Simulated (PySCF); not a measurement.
# MgH₃NCl+, an ion with solvent molecules: interaction energy

Wanted: the interaction energy for `[Mg+][Cl]` with `N`.

Programs: PySCF 2.14.0. All values are calculated, for the isolated system unless a continuum is named. Atoms count from 0, parts from 1.

## 1. Starting point

6 atoms, charge 1, multiplicity 1; geometry: GFN2-xTB. Parts: 1 = atoms 0–1, `[Mg+][Cl]`, charge 1; 2 = atoms 2–5, `N`, charge 0.

## 2. Relaxing the molecule at PBE0-D3(BJ)/def2-SVPD

What the job is given:

```
{"job": {"xc": "PBE0", "basis": "def2-SVPD", "d3": "d3bj", "grid": 2, "kind": "geom", "shake": 0.01}, "charge": 1, "multiplicity": 1, "parts": [{"atoms": "0-1", "charge": 1, "multiplicity": 1}, {"atoms": "2-5", "charge": 0, "multiplicity": 1}]}
Mg     0.471247     0.331748    -1.200788
Cl     0.901390     1.970875     0.015228
N     -0.034528    -1.316265    -2.472149
H     -0.750756    -1.116443    -3.114603
H      0.776221    -1.609865    -3.054287
H     -0.298170    -2.138021    -1.932591
```

Command:

```bash
$ OMP_NUM_THREADS=1 python cluster_run.py task.json out
```

One launch serves the whole session: the jobs run in the order shown.

**Question.** The jobs that follow are: CCSD(T)/aug-cc-pVDZ and MP2/aug-cc-pVTZ counterpoise interaction energy, frozen core, gas phase. Predict: point group; rotational constants (main isotopes); interaction energy, CCSD(T) limit estimate; MP2/aug-cc-pVTZ; T1 diagnostic.

**Answer**, as computed:

| quantity | value |
| --- | --- |
| point group | C3v |
| rotational constants (main isotopes) | 189.72, 2.25, 2.25 GHz |
| interaction energy, CCSD(T) limit estimate | -61.44 kcal/mol |
| MP2/aug-cc-pVTZ | -61.68 kcal/mol |
| T1 diagnostic | 0.0080 |

In words: Over 10 steps the energy fell by 0.108 eV; of the bonds of the start, Mg0–Cl1 changed most, 2.086 to 2.160 Å. The interaction energy leaves out the deformation of the parts, 0.46 kcal/mol; with it the binding is about -60.98 kcal/mol. The estimate adds CCSD(T) less MP2 in the small basis (+0.54 kcal/mol) to extrapolated MP2. Hartree-Fock gives -63.77 against -61.44 kcal/mol, so correlation weakens the interaction of the frozen parts.
